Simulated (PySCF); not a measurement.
Compound: C₂HF₃O.
InChI=1S/C2HF3O/c3-1-2(4,5)6-1/h1H/t1-/m1/s1

Computed with MP2 and CCSD/aug-cc-pVDZ in PySCF, restricted Hartree–Fock reference, 6 core orbitals frozen, non-relativistic, gas phase, PBE0-D3(BJ)/def2-SVP geometry.

E(HF) = -449.50173 Eh.

How large is the problem?

147 basis functions and 48 electrons; 6 orbitals frozen, which leaves o = 18 correlated occupied and v = 123 virtual orbitals. That is o·v = 2214 singles and o·v(o·v + 1)/2 = 2452005 distinct closed-shell doubles amplitudes before symmetry; the costliest CCSD step grows as o²v⁴ = 7.4 × 10^10.

What are the MP2 and CCSD correlation energies?

MP2 -1.0638 Eh and CCSD -1.0782 Eh, which gives totals of -450.56552 and -450.57996 Eh. That is 0.815 eV for each correlated electron at CCSD (2831 kJ/mol in all, 0.239 % of the total energy); MP2 gives 98.7 % of the CCSD value.

What is the T1 diagnostic?

0.0142, below the customary warning level of 0.02. It is the norm of the spatial-orbital singles amplitudes over the root of the number of correlated electrons, so the norm is 0.085.

How does correlation change the dipole moment?

HF gives 2.09 D and CCSD (unrelaxed density) 1.82 D, a change of -0.27 D.

Connected triples and the basis-set limit are missing.
